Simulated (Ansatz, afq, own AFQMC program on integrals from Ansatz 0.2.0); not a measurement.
AuSi⁺, triplet: a scan with AFQMC

```csv
atom,x (Å),y (Å),z (Å)
Au,0.0000,0.0000,0.0000
Si,0.0000,0.0000,2.2918
```

The Au1–Si2 distance is changed with both sides rigid. Energies in mEh count from this geometry (2.292 Å) at the same level; the start stands on UHF, each point on the determinant named.

Basis def2-TZVP with its core potentials. Only valence electrons are correlated. Integrals, coupled cluster, full CI and functionals: Ansatz 0.2.0; the random walks run on the same integrals in our own AFQMC program. The CISD trial takes its coefficients from CCSD amplitudes. Released means that phaseless walkers are propagated on without the constraint, phases kept. Uncertainties: one standard error, sampling alone. No spin–orbit coupling. The metal's outer-core s and p shells are frozen, which shifts wave-function levels against functionals.

Cautions, each for one point or more: cluster runs in doubt by the program's own checks; higher spins were not checked; lower spins were not checked; no spin-orbit coupling; outer-core shells of the metal frozen; raised T1 diagnostic; the ph-AFQMC/CISD walk drifts between its halves.

```tsv
r(Au1–Si2) / Å	det.	T1	weight	⟨S²⟩	CCSD(T)	ph-AFQMC/CISD	released AFQMC	CCSDT(Q)	CCSD	B3LYP
1.831	UHF	0.024	0.86	2.02	84.8	85.1 ± 0.3	85.8 ± 0.5*	85.5	86.2	87.0
2.743	UHF	0.032	0.85	2.05	15.5	15.0 ± 0.2	15.5 ± 0.4*	15.5	13.4	12.7
3.714	UHF	0.041	0.84	2.02	55.1	55.4 ± 0.3	55.5 ± 0.5*	55.5	51.0	44.2
5.017	UHF	0.039	0.85	2.02	76.5	76.5 ± 0.3	–	77.4	71.6	57.5
7.769	UHF	0.014	0.88	2.02	81.6	81.9 ± 0.2	–	82.4	76.2	56.6
```

Weight is that of the determinant in the CISD state; at the start T1 is 0.032 and the weight 0.85, and ⟨S²⟩ is 2.04. An asterisk marks released energies that aren't shown to be converged. A dash marks a missing value, a released energy that hasn't settled or a functional that sits on another state. Largest departures from CCSDT(Q), at the points where its series has closed: CCSD(T) -0.9 mEh at 7.769 (on UHF), ph-AFQMC/CISD -0.5 mEh at 7.769 (on UHF), CCSD -6.3 mEh at 7.769 (on UHF), B3LYP -25.9 mEh at 7.769. Functionals count only at points shown to share the start's state and spin. In total energy ph-AFQMC/CISD lies 29 ± 5 meV above CCSDT(Q) at the start, so its agreement along the curve rests in part on cancellation.

Some points may be missing: those where a free walk finds a much lower state, and past Zn most of those on another determinant than at the start.

A walk keeps the symmetry of its determinant, which the program's search chose and which needn't be the lowest solution, so a lower state of the same spin and another symmetry isn't excluded.
